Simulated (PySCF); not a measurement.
# M06-2X/STO-3G run of HNO2 (nitrous acid)

What is the energy change on altering one bond length of HNO2 (nitrous acid) at M06-2X/STO-3G? The job is set up through a Python script.

The results are computed with PySCF 2.14.0.

11 further runs of the same task are left out: 11 set aside as unsound or not needed.

### Step 1. The structure to begin with

The species is HNO2 (4 atoms), meant as a singlet with charge 0. SMILES: `O=NO`. Geometry: relaxed at GFN2-xTB.

Bond lengths: O1–N2 1.181 Å, N2–O3 1.392 Å, O3–H4 0.968 Å. Angles: O1–N2–O3 113.7°, N2–O3–H4 106.9°.

### Step 2. A single-point energy at M06-2X/STO-3G

The input, start.xyz:

```xyz
4
HNO2
O      0.424700     0.045690     1.471310
N      0.319310    -0.411420     0.387280
O     -0.357270     0.415910    -0.505360
H     -0.386730    -0.050180    -1.353230
```

The input, calc.py:

```python
# nitrous acid
from pyscf import gto, dft

mol = gto.M(
    atom='start.xyz',
    spin=0,
    max_memory=1860,
    basis='sto-3g',
    verbose=3,
    charge=0,
)

mf = dft.RKS(mol)
mf.xc = 'm06-2x'
mf.grids.level = 5
mf.conv_tol = 1e-10
mf.kernel()
if not mf.converged:
    mf = mf.newton().run(mf.mo_coeff, mf.mo_occ)

e_final = mf.e_tot
print('Final energy', e_final)
```

Run with:

```console
$ OMP_NUM_THREADS=1 python calc.py
```

The program printed:

```text
converged SCF energy = -202.874150828547
Final energy -202.8741508285467
```

Run time: 3.3 s. Hardware: 1 thread of Arm Neoverse V1, shared host; peak memory 0.19 GiB.

### Step 3. The distorted shape, same level

The input, start.xyz:

```xyz
4

O      0.439431     0.278747     1.895267
N      0.334041    -0.178363     0.811237
O     -0.342539     0.648967    -0.081403
H     -0.386730    -0.050180    -1.353230
```

The input, calc.py:

```python
from pyscf import gto, dft

mol = gto.M(
    atom='start.xyz',
    verbose=4,
    max_memory=1860,
    basis='sto-3g',
)

ks = dft.RKS(mol)
ks.xc = 'm06-2x'
ks.grids.level = 5
ks.conv_tol = 1e-10
ks.kernel()
if not ks.converged:
    ks = ks.newton().run(ks.mo_coeff, ks.mo_occ)

e_final = ks.e_tot
print(f'total energy: {e_final:.8f} hartree')
```

Run with:

```console
$ OMP_NUM_THREADS=1 python calc.py
```

The program printed:

```text
PySCF version 2.14.0

[INPUT] num. atoms = 4
[INPUT] num. electrons = 24
[INPUT] charge = 0
[INPUT] spin (= nelec alpha-beta = 2S) = 0
[INPUT] symmetry False subgroup None
[INPUT] Mole.unit = angstrom
[INPUT] Symbol           X                Y                Z      unit          X                Y                Z       unit  Magmom
[INPUT]  1 O      0.439431000000   0.278747000000   1.895267000000 AA    0.830404240644   0.526755488044   3.581535562926 Bohr   0.0
[INPUT]  2 N      0.334041000000  -0.178363000000   0.811237000000 AA    0.631246004376  -0.337057220756   1.533015752114 Bohr   0.0
[INPUT]  3 O     -0.342539000000   0.648967000000  -0.081403000000 AA   -0.647304896982   1.226369893881  -0.153829375718 Bohr   0.0
[INPUT]  4 H     -0.386730000000  -0.050180000000  -1.353230000000 AA   -0.730813784153  -0.094826456931  -2.557234083545 Bohr   0.0

nuclear repulsion = 67.8592326363145
number of shells = 10
number of NR pGTOs = 48
number of NR cGTOs = 16
basis = sto-3g
ecp = {}

******** <class 'pyscf.dft.rks.RKS'> ********
method = RKS
initial guess = minao
damping factor = 0
level_shift factor = 0
DIIS = <class 'pyscf.scf.diis.CDIIS'>
diis_start_cycle = 1
diis_space = 8
diis_damp = 0
SCF conv_tol = 1e-10
SCF conv_tol_grad = None
SCF max_cycles = 50
direct_scf = True
direct_scf_tol = 1e-13
XC library pyscf.dft.libxc version 7.0.0
    S. Lehtola, C. Steigemann, M. J.T. Oliveira, and M. A.L. Marques.,  SoftwareX 7, 1–5 (2018)
XC functionals = m06-2x
    Y. Zhao and D. G. Truhlar.,  Theor. Chem. Acc. 120, 215 (2008)
    Y. Zhao and D. G. Truhlar.,  Theor. Chem. Acc. 120, 215 (2008)
radial grids:
    Treutler-Ahlrichs [JCP 102, 346 (1995); DOI:10.1063/1.469408] (M4) radial grids

becke partition: Becke, JCP 88, 2547 (1988); DOI:10.1063/1.454033
pruning grids: <function nwchem_prune>
grids dens level: 5
symmetrized grids: False
atomic radii adjust function: <function treutler_atomic_radii_adjust>
small_rho_cutoff = 0
Set gradient conv threshold to 1e-05
Initial guess from minao.
tot grids = 151616
init E= -203.072284249578
  HOMO = -0.217843643134006  LUMO = -0.0303757206322728  gap/eV = 5.10126
cycle= 1 E= -202.633682312873  delta_E= 0.439  |g|= 0.688  |ddm|= 2.96
  HOMO = -0.103099723176968  LUMO = 0.105141302093187  gap/eV = 5.66653
cycle= 2 E= -202.561169409143  delta_E= 0.0725  |g|= 0.883  |ddm|= 1.75
  HOMO = -0.200884314266868  LUMO = 0.0948613422925261  gap/eV = 8.04765
cycle= 3 E= -202.789429612019  delta_E= -0.228  |g|= 0.0406  |ddm|= 0.941
  HOMO = -0.206994405895991  LUMO = 0.0922640063555296  gap/eV = 8.14324
cycle= 4 E= -202.789593207553  delta_E= -0.000164  |g|= 0.043  |ddm|= 0.101
  HOMO = -0.210253828709026  LUMO = 0.0990973241574887  gap/eV = 8.41787
cycle= 5 E= -202.790195722753  delta_E= -0.000603  |g|= 0.00414  |ddm|= 0.0566
  HOMO = -0.211013736138075  LUMO = 0.0996809747841559  gap/eV = 8.45443
cycle= 6 E= -202.790221143556  delta_E= -2.54e-05  |g|= 0.00123  |ddm|= 0.0222
  HOMO = -0.21055765800465  LUMO = 0.0993707583998166  gap/eV = 8.43358
cycle= 7 E= -202.790222969954  delta_E= -1.83e-06  |g|= 0.000284  |ddm|= 0.0061
  HOMO = -0.210705627581689  LUMO = 0.0994979540438972  gap/eV = 8.44107
cycle= 8 E= -202.790223073471  delta_E= -1.04e-07  |g|= 5.79e-05  |ddm|= 0.00156
  HOMO = -0.210703837368912  LUMO = 0.09950101974181  gap/eV = 8.44110
cycle= 9 E= -202.790223076728  delta_E= -3.26e-09  |g|= 1.27e-05  |ddm|= 0.000241
  HOMO = -0.210703243982697  LUMO = 0.0995006462054056  gap/eV = 8.44108
cycle= 10 E= -202.790223076881  delta_E= -1.53e-10  |g|= 1.55e-06  |ddm|= 6.06e-05
  HOMO = -0.210703280222238  LUMO = 0.0995005482543186  gap/eV = 8.44108
cycle= 11 E= -202.790223076883  delta_E= -2.27e-12  |g|= 2.85e-07  |ddm|= 6.64e-06
  HOMO = -0.210703270800144  LUMO = 0.0995005379746878  gap/eV = 8.44108
Extra cycle  E= -202.790223076883  delta_E= 1.14e-13  |g|= 3.02e-07  |ddm|= 7.36e-07
converged SCF energy = -202.790223076883
total energy: -202.79022308 hartree
```

Wall time 3.6 s (1 thread of Arm Neoverse V1, shared host); peak memory 0.19 GiB.

### Step 4. Results

At M06-2X/STO-3G:

```
                                                         quantity          value
                                        first shape: total energy  -202.87415 Eh
                                       first shape: dipole moment         1.79 D
                                         first shape: HOMO energy       -5.84 eV
                                         first shape: LUMO energy        2.77 eV
                                       first shape: HOMO–LUMO gap        8.62 eV
                                    distorted shape: total energy  -202.79022 Eh
                                   distorted shape: dipole moment         1.73 D
                                     distorted shape: HOMO energy       -5.73 eV
                                     distorted shape: LUMO energy        2.71 eV
                                   distorted shape: HOMO–LUMO gap        8.44 eV
energy change with the O3–H4 bond stretched from 0.968 to 1.452 Å       2.284 eV
```

With the O3–H4 bond stretched from 0.968 to 1.452 Å the energy rises by 2.28 eV (53 kcal/mol). The first shape isn't relaxed at this level, so the change isn't measured from a minimum. The minimal basis adds a large error of its own. Mulliken charges (distorted shape) run from -0.10 on O1 to +0.13 on H4; they depend strongly on the basis.
